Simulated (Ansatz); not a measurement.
How far each method lies from full CI for BF, triplet

Geometry: that of the BF, singlet, kept fixed. The singlet lies 3.4 eV lower here.

```yaml
atoms:
  - { symbol: B, position_ang: [0.0000, 0.0000, 0.0000] }
  - { symbol: F, position_ang: [0.0000, 0.0000, 1.2631] }
```

Basis 6-31G; Ansatz 0.2.0. Correlated methods freeze the noble-gas cores, which leaves 10 electrons in 16 orbitals. Prefix R: restricted or restricted open-shell reference; prefix U: unrestricted. Active spaces: valence = (10e, 8o) chosen from the atoms' valence shells.

Full CI is exact within this basis and frozen core; it isn't the basis-set limit. The frozen core follows each run's orbitals, which can shift R against U totals by a few meV.

For open shells CISD and CISDTQ are restricted-active-space CI with the open shells as a complete middle space.

```
UHF ⟨S²⟩                          : 2.004
T1 diagnostic (RCCSD)             : 0.0211
largest doubles amplitude (RCCSD) : 0.038
T1 diagnostic (UCCSD)             : 0.0176
```

```tsv
level	E − E(full CI) (mEh)	share of correlation (%)	wall time
RHF	149.41	0.00	–
UHF	148.13	0.85	–
RMP2	6.13	95.90	–
UMP2	5.55	96.29	–
CISD	8.36	94.41	1.8 s
RCCSD	3.09	97.93	–
UCCSD	3.11	97.92	–
RCCSD(T)	0.59	99.61	1.5 s
UCCSD(T)	0.58	99.61	2.8 s
BCCD(T)	0.49	99.67	2.1 s
RCCSDT	0.24	99.84	–
UCCSDT	0.24	99.84	–
CISDTQ	0.26	99.82	14 s
RCCSDT(Q)	0.01	99.99	11 s
UCCSDT(Q)	-0.06	100.04	11 s
RCCSDTQ	-0.01	100.01	1.7 min
UCCSDTQ	-0.02	100.01	96 s
CASSCF (valence space)	88.28	40.91	–
NEVPT2 (valence space)	13.61	90.89	4.3 s
MRCISD (valence space)	3.29	97.80	–
MRCISD+Q (valence space)	1.21	99.19	7 s
```

The correlation energy at full CI, counted from RHF, is -4.066 eV. That run took 75 s on 1 thread of AMD EPYC, shared host over 4,769,856 determinants.

Times hold each run's SCF and search for its determinant on a shared host, so for small cases they say little of a method's own cost; they ran on 1 thread of AMD EPYC.

The full-CI state has the irrep B1 of C2v, in the program's axes (one component, if the state is degenerate).

Natural occupations of full CI about the gap: 1.991 1.981 1.974 1.968 1.000 0.997 0.029 0.021 0.014 0.010; effectively unpaired electrons, Σ n²(2−n)², 2.01.
